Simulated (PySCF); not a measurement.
# C2H2F2 (cis-1,2-difluoroethene): the cost of one run

Computed with PySCF 2.14.0, with density-fitted response routines of our own, on a single molecule in the gas phase. Atoms are numbered from 0 throughout.

**1. Starting geometry**

6 atoms, charge 0, multiplicity 1; geometry from: GFN2-xTB. The atoms were then displaced at random by about 0.01 Å, so the start is not that level's minimum.

Bonds of the start (Å): F0–C1 1.30, C1–C2 1.31, C2–F3 1.37, C1–H4 1.08, C2–H5 1.08.

**2. Optimising the geometry at PBE0-D3(BJ)/def2-TZVP**

What the job is given:

```
{"job": {"xc": "PBE0", "basis": "def2-TZVP", "d3": "d3bj", "grid": 2, "shake": 0.01, "kind": "geom"}, "charge": 0, "multiplicity": 1}
F     -1.364070     1.025130     0.169230
C     -0.652620    -0.065900     0.133350
C      0.628950    -0.076930    -0.128480
F      1.398540     1.024140    -0.381050
H     -1.217900    -0.961430     0.331760
H      1.231260    -0.975030    -0.143170
```

The run is started by

```bash
OMP_NUM_THREADS=1 python probes_run.py task.json out
```

One launch serves the whole session: the jobs run in the order shown.

Q: Estimate the wall time and peak memory of this first job on 1 thread of Arm Neoverse N1, shared host.

About 55 s, with a peak of 0.55 GiB.
